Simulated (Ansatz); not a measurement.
CF2 (SMILES F[C]F): the energy, rung by rung

The species is CF2 (3 atoms), meant as a singlet with charge 0. As SMILES, `F[C]F`. The shape was relaxed beforehand at PBE0/def2-SVP.

```csv
atom,x (Å),y (Å),z (Å)
F,0.3157,0.9686,0.2810
C,0.3808,-0.3173,0.1745
F,-0.6965,-0.6514,-0.4554
```

Quantity: the adiabatic electron affinity (to the doublet anion, shapes relaxed at PBE0/def2-SVP, no zero-point term), in eV. The values are calculated.

The electron affinity is E(neutral) − E(anion): positive where the electron is bound.

| level | kind | program | value (eV) | CPU time (all runs) |
| --- | --- | --- | --- | --- |
| HF/def2-TZVPP | Hartree–Fock | Ansatz | -0.51 | 1.2 s |
| SVWN5/def2-TZVPP | LDA | Ansatz | -0.02 | 1.4 s |
| BLYP/def2-TZVPP | GGA | Ansatz | 0.07 | 2.9 s |
| PBE0-D4/def2-TZVPP | global hybrid | Ansatz | 0.05 | 2.6 s |
| CAM-B3LYP/def2-TZVPP | range-separated hybrid | Ansatz | 0.18 | 3.1 s |
| wB97M-V/def2-TZVPP | range-separated hybrid | Ansatz | -0.14 | 7.6 s |
| B2PLYP/def2-TZVPP | double hybrid | Ansatz | -0.02 | 4.7 s |
| RPA@PBE/def2-TZVPP | RPA | Ansatz | 0.05 | 4.2 s |

The values span -0.51 to 0.18 eV. CPU times are rough (shared hosts, several kinds of processor): they show what a rung costs within a factor of a few.
